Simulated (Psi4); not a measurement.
CH₆Si, charge +1, quartet, at a GFN2-xTB geometry of the parent state (a state made from the parent by changing its charge; the spin is typed, not shown lowest); B3LYP/3-21G in Psi4.

Psi4 was given this input:
```
memory 2 GB

molecule {
1 4
  C    -0.01298196    0.00392095   -1.25022897
  Si    0.00669850   -0.00202315    0.64510011
  H    -0.01147190   -1.00712268   -1.64830101
  H    -0.89650587    0.50641306   -1.63436438
  H     0.85673226    0.51618733   -1.65253877
  H     0.00413621    1.37681588    1.13946736
  H    -1.17977102   -0.70041180    1.14524608
  H     1.21099302   -0.68708334    1.12046299
}

set basis 3-21g
set reference uks

energy('b3lyp')
print_variables()
```

Task: What does Psi4 print? Leave out banner, timings and long lists.

Result: 
```
   => Loading Basis Set <=

    Name: 3-21G
    Role: ORBITAL
    Keyword: BASIS

         ---------------------------------------------------------
                                   SCF
               by Justin Turney, Rob Parrish, Andy Simmonett
                          and Daniel G. A. Smith
                              UKS Reference
         ---------------------------------------------------------

  ==> Geometry <==

    Molecular point group: c1
    Full point group: C1

    Geometry (in Angstrom), charge = 1, multiplicity = 4:

       Center              X                  Y                   Z               Mass
    ------------   -----------------  -----------------  -----------------  -----------------
         C           -0.013321094920     0.004023377723    -1.282889636713    12.000000000000
         SI           0.006359365080    -0.001920722277     0.612439443287    27.976926534650
         H           -0.011811034920    -1.007020252277    -1.680961676713     1.007825032230
         H           -0.896845004920     0.506515487723    -1.667025046713     1.007825032230
         H            0.856393125080     0.516289757723    -1.685199436713     1.007825032230
         H            0.003797075080     1.376918307723     1.106806693287     1.007825032230
         H           -1.180110154920    -0.700309372277     1.112585413287     1.007825032230
         H            1.210653885080    -0.686980912277     1.087802323287     1.007825032230

  Running in c1 symmetry.

  Rotational constants: A =      1.90275  B =      0.35972  C =      0.35972 [cm^-1]
  Rotational constants: A =  57043.07785  B =  10784.20754  C =  10784.20754 [MHz]
  Nuclear repulsion =   62.768125584688484

  Charge       = 1
  Multiplicity = 4
  Electrons    = 25
  Nalpha       = 14
  Nbeta        = 11

  ==> Algorithm <==

  SCF Algorithm Type is DF.
  DIIS enabled.
  MOM disabled.
  Fractional occupation disabled.
  Guess Type is SAD.
  Energy threshold   = 1.00e-06
  Density threshold  = 1.00e-06
  Integral threshold = 1.00e-12

  ==> Primary Basis <==

  Basis Set: 3-21G
    Blend: 3-21G
    Number of shells: 24
    Number of basis functions: 34
    Number of Cartesian functions: 34
    Spherical Harmonics?: false
    Max angular momentum: 1

  ==> DFT Potential <==

   => LibXC <=

    Version 7.1.2
    S. Lehtola, C. Steigemann, M. J. T. Oliveira, and M. A. L. Marques,  SoftwareX 7, 1–5 (2018) (10.1016/j.softx.2017.11.002)

   => Composite Functional: B3LYP <=

    B3LYP Hyb-GGA Exchange-Correlation Functional

    P. J. Stephens, F. J. Devlin, C. F. Chabalowski, and M. J. Frisch,  J. Phys. Chem. 98, 11623 (1994) (10.1021/j100096a001)

    Deriv               =              1
    GGA                 =           TRUE
    Meta                =          FALSE

    Exchange Hybrid     =           TRUE
    MP2 Hybrid          =          FALSE

   => Exchange Functionals <=

    0.0800   Slater exchange
    0.7200         Becke 88

   => Exact (HF) Exchange <=

    0.2000               HF

   => Correlation Functionals <=

    0.1900   Vosko, Wilk & Nusair (VWN5_RPA)
    0.8100   Lee, Yang & Parr

   => LibXC Density Thresholds  <==

    XC_HYB_GGA_XC_B3LYP:  1.00E-15

   => Molecular Quadrature <=

    Radial Scheme          =       TREUTLER
    Pruning Scheme         =           NONE
    Nuclear Scheme         =       TREUTLER

    Blocking Scheme        =         OCTREE
    BS radius alpha        =              1
    Pruning alpha          =              1
    Radial Points          =             75
    Spherical Points       =            302
    Total Points           =         173297
    Total Blocks           =           1361
    Max Points             =            256
    Max Functions          =             34
    Weights Tolerance      =       1.00E-15

   => Loading Basis Set <=

    Name: (3-21G AUX)
    Role: JKFIT
    Keyword: DF_BASIS_SCF

  ==> Integral Setup <==

  SCF_SUBTYPE=INCORE selected. In-core MEM_DF algorithm will be used.
  Using in-core AOs.

  ==> MemDFJK: Density-Fitted J/K Matrices <==

    J tasked:                   Yes
    K tasked:                   Yes
    wK tasked:                   No
    Algorithm:                 Core
    Schwarz Cutoff:           1E-12
    Mask sparsity (%):       0.1730
    Fitting Condition:        1E-10

   => Auxiliary Basis Set <=

  Basis Set: (3-21G AUX)
    Blend: DEF2-UNIVERSAL-JKFIT
    Number of shells: 99
    Number of basis functions: 364
    Number of Cartesian functions: 364
    Spherical Harmonics?: false
    Max angular momentum: 4

  Minimum eigenvalue in the overlap matrix is 2.3690679820E-02.
  Reciprocal condition number of the overlap matrix is 5.5818439525E-03.
    Using symmetric orthogonalization.

  ==> Pre-Iterations <==

  SCF Guess: Superposition of Atomic Densities via on-the-fly atomic UHF (no occupation information).

   -------------------------
    Irrep   Nso     Nmo
   -------------------------
     A         34      34
   -------------------------
    Total      34      34
   -------------------------

  ==> Iterations <==

                           Total Energy        Delta E     RMS |[F,P]|

   @DF-UKS iter SAD:  -328.95206704052987   -3.28952e+02   0.00000e+00
   @DF-UKS iter   1:  -328.44677547047093    5.05292e-01   1.83435e-02 ADIIS/DIIS
   @DF-UKS iter   2:  -327.22177145148152    1.22500e+00   3.43080e-02 ADIIS/DIIS
   @DF-UKS iter   3:  -328.64159712591504   -1.41983e+00   4.74023e-03 ADIIS/DIIS
   @DF-UKS iter   4:  -328.65493209307215   -1.33350e-02   4.55785e-03 ADIIS/DIIS
   @DF-UKS iter   5:  -328.67807855868136   -2.31465e-02   8.87816e-04 ADIIS/DIIS
   @DF-UKS iter   6:  -328.67925274071933   -1.17418e-03   2.64316e-04 ADIIS/DIIS
   @DF-UKS iter   7:  -328.67936964629587   -1.16906e-04   2.15953e-04 ADIIS/DIIS
   @DF-UKS iter   8:  -328.67945862802435   -8.89817e-05   6.39513e-05 DIIS
   @DF-UKS iter   9:  -328.67946778594239   -9.15792e-06   1.83093e-05 DIIS
   @DF-UKS iter  10:  -328.67946814439148   -3.58449e-07   4.01136e-06 DIIS
   @DF-UKS iter  11:  -328.67946821356065   -6.91692e-08   2.16546e-06 DIIS
   @DF-UKS iter  12:  -328.67946813061599    8.29447e-08   1.20738e-06 DIIS
   @DF-UKS iter  13:  -328.67946810998222    2.06338e-08   3.00929e-07 DIIS
  Energy and wave function converged.

  ==> Post-Iterations <==

   Electrons on quadrature grid:
      Nalpha   =   14.0000044567 ; deviation = 4.457e-06
      Nbeta    =   10.9999991117 ; deviation = -8.883e-07
      Ntotal   =   25.0000035684 ; deviation = 3.568e-06

   @Spin Contamination Metric:   7.859597102E-03
   @S^2 Expected:                3.750000000E+00
   @S^2 Observed:                3.757859597E+00
   @S   Expected:                1.500000000E+00
   @S   Observed:                1.500000000E+00

    Orbital Energies [Eh]
    ---------------------

    Alpha Occupied:

       1A    -65.960482     2A    -10.358982     3A     -5.558350
       4A     -3.919398     5A     -3.919398     6A     -3.908190
       7A     -0.972046     8A     -0.858971     9A     -0.709092
      10A     -0.709085    11A     -0.651116    12A     -0.651110
      13A     -0.605734    14A     -0.253728

    Alpha Virtual:

      15A     -0.185346    16A     -0.185340    17A     -0.141594
      18A     -0.057201    19A     -0.050185    20A     -0.050184
      21A      0.061816    22A      0.061819    23A      0.082720
      24A      0.159455    25A      0.522793    26A      0.522795
      27A      0.589211    28A      0.743145    29A      0.743151
      30A      0.757158    31A      0.839325    32A      0.839330
      33A      0.852966    34A      1.473168

    Beta Occupied:

       1A    -65.956933     2A    -10.352671     3A     -5.554471
       4A     -3.913365     5A     -3.913365     6A     -3.902930
       7A     -0.947019     8A     -0.783546     9A     -0.644740
      10A     -0.644738    11A     -0.574355

    Beta Virtual:

      12A     -0.536032    13A     -0.536026    14A     -0.163285
      15A     -0.143697    16A     -0.143693    17A     -0.079361
      18A     -0.044861    19A     -0.037973    20A     -0.037972
      21A      0.083723    22A      0.083724    23A      0.115042
      24A      0.175394    25A      0.534048    26A      0.534049
      27A      0.603459    28A      0.799256    29A      0.799261
      30A      0.830178    31A      0.883308    32A      0.890517
      33A      0.890522    34A      1.485857

    Final Occupation by Irrep:
              A
    DOCC [    11 ]
    SOCC [     3 ]
    NA   [    14 ]
    NB   [    11 ]

  @DF-UKS Final Energy:  -328.67946810998222

   => Energetics <=

    Nuclear Repulsion Energy =             62.7681255846884838
    One-Electron Energy =                -570.4713963596731219
    Two-Electron Energy =                 201.7094839261292805
    DFT Exchange-Correlation Energy =     -22.6856812611269021
    Empirical Dispersion Energy =           0.0000000000000000
    VV10 Nonlocal Energy =                  0.0000000000000000
    Total Energy =                       -328.6794681099822242

  UHF NO Occupations:
  HONO-2 :   12  A 1.0000000
  HONO-1 :   13  A 1.0000000
  HONO-0 :   14  A 1.0000000
  LUNO+0 :   15  A 0.0019711
  LUNO+1 :   16  A 0.0009227
  LUNO+2 :   17  A 0.0009224
  LUNO+3 :   18  A 0.0000779

Computation Completed

Properties will be evaluated at   0.000000,   0.000000,   0.000000 [a0]

Properties computed using the SCF density matrix

 Multipole Moments:

 ------------------------------------------------------------------------------------
     Multipole            Electronic (a.u.)      Nuclear  (a.u.)        Total (a.u.)
 ------------------------------------------------------------------------------------

 L = 1.  Multiply by 2.5417464519 to convert [e a0] to [Debye]
 Dipole X            :          0.0143200           -0.0166628           -0.0023428
 Dipole Y            :         -0.0043242            0.0050327            0.0007084
 Dipole Z            :          1.3785724           -1.6047126           -0.2261402
 Magnitude           :                                                    0.2261535

 ------------------------------------------------------------------------------------

  Variable Map:
  ----------------------------------------------------------------------------
  "CURRENT ENERGY"              =>    -328.679468109982
  "CURRENT REFERENCE ENERGY"    =>    -328.679468109982
  "DD SOLVATION ENERGY"         =>       0.000000000000
  "DFT FUNCTIONAL TOTAL ENERGY" =>    -328.679468109982
  "DFT TOTAL ENERGY"            =>    -328.679468109982
  "DFT VV10 ENERGY"             =>       0.000000000000
  "DFT XC ENERGY"               =>     -22.685681261127
  "GRID ELECTRONS ALPHA"        =>      14.000004456711
  "GRID ELECTRONS BETA"         =>      10.999999111736
  "GRID ELECTRONS TOTAL"        =>      25.000003568447
  "NUCLEAR REPULSION ENERGY"    =>      62.768125584688
  "ONE-ELECTRON ENERGY"         =>    -570.471396359673
  "PCM POLARIZATION ENERGY"     =>       0.000000000000
  "PE ENERGY"                   =>       0.000000000000
  "SCF ITERATION ENERGY"        =>    -328.679468109982
  "SCF ITERATIONS"              =>      13.000000000000
  "SCF TOTAL ENERGY"            =>    -328.679468109982
  "TWO-ELECTRON ENERGY"         =>     201.709483926129
  "XC GRID RADIAL POINTS"       =>      75.000000000000
  "XC GRID SPHERICAL POINTS"    =>     302.000000000000
  "XC GRID TOTAL POINTS"        =>  173297.000000000000

  Array Variable Map:
  ----------------------------------------------------------------------------
  "CURRENT DIPOLE"              =>      -0.002342835683 ... -0.226140205480 1 by 3
  "SCF DIPOLE"                  =>      -0.002342835683 ... -0.226140205480 1 by 3
  "SCF TOTAL ENERGIES"          =>    -328.952067040530 ... -328.679468109982 1 by 14
```
